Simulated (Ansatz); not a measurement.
## CH₄⁺, doublet along the distance C1-H4

Starting geometry (PBE0/def2-TZVP stationary point for this spin, not checked as a minimum):

```yaml
atoms:
  - { symbol: C, position_ang: [0.0000, 0.0000, 0.0000] }
  - { symbol: H, position_ang: [0.3646, 0.7500, 0.7480] }
  - { symbol: H, position_ang: [-0.3742, -0.7450, 0.7482] }
  - { symbol: H, position_ang: [-0.3622, 0.7462, -0.7529] }
  - { symbol: H, position_ang: [0.3718, -0.7512, -0.7433] }
```

From there H4 moves along the line of the two atoms named below, all else staying in place; atoms are numbered as listed. Energies are in kJ/mol, counted from the starting geometry at the same level. Kohn–Sham curves are unrestricted where that lies lower.

Basis 6-31G; Ansatz 0.2.0. Only valence electrons are correlated (noble-gas cores frozen).

In so small a basis the reference is far from its limit while semilocal and hybrid functionals are nearer theirs (RPA and double hybrids share much of the reference's basis error), so the functionals' errors here hold much of the reference's basis and frozen-core error, which can add to them or hide them.

Full CI is exact within this basis and frozen core; it isn't the basis-set limit.

```tsv
distance C1-H4 (Å)	full CI	PBE	BLYP	r2SCAN	PBE0	B3LYP	wB97M-V	B2PLYP	PBE-QIDH	RPA-PBE
0.878	145.0	145.1	143.8	138.5	139.3	138.8	138.2	138.3	136.4	149.6
1.001	28.5	29.0	28.8	25.8	26.0	26.2	25.9	25.7	24.4	30.7
1.120	0.0	0.0	0.0	0.0	0.0	0.0	0.0	0.0	0.0	0.0
1.223	9.0	8.8	8.3	11.2	11.3	10.6	11.0	11.1	12.7	7.4
1.343	37.9	38.1	36.5	43.0	43.5	41.4	42.6	42.5	46.1	34.5
1.557	103.0	106.2	101.3	114.1	115.6	110.3	113.4	112.1	119.7	96.4
1.802	167.3	175.6	166.2	183.8	186.5	177.8	182.3	179.7	190.1	155.7
2.025	207.1	218.2	206.5	228.0	229.5	219.3	223.3	220.4	231.8	188.0
2.447	243.4	260.5	247.1	277.0	275.1	262.7	268.3	263.2	274.9	214.0
2.974	257.0	282.7	268.2	303.8	302.5	288.6	299.0	289.4	298.1	219.4
3.732	261.3	290.1	275.1	313.8	316.7	301.5	319.0	304.4	307.8	200.1
```
